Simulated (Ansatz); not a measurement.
## Ansatz (development build ahead of 0.2.0) run

```yaml
crystal:
  periodic: [false, false, false]
  atoms:
    - { symbol: B, position_ang: [0.0, 0.0, 0.0] }
    - { symbol: H, position_ang: [0.66511, 0.66511, 0.66511] }
    - { symbol: H, position_ang: [0.66511, -0.66511, -0.66511] }
    - { symbol: H, position_ang: [-0.66511, 0.66511, -0.66511] }
    - { symbol: H, position_ang: [-0.66511, -0.66511, 0.66511] }
basis:
  gaussian: { orbitals: cc-pVTZ }
total_charge: -1
hamiltonian:
  xc: hf
```

The input is written out in the form of the current development build from the run's settings.

Output:

```
Converged                       : yes
Total energy                    : -26.97275 hartree
Spin squared of the determinant : 0.000
```

Caution: no diffuse functions for an anion.
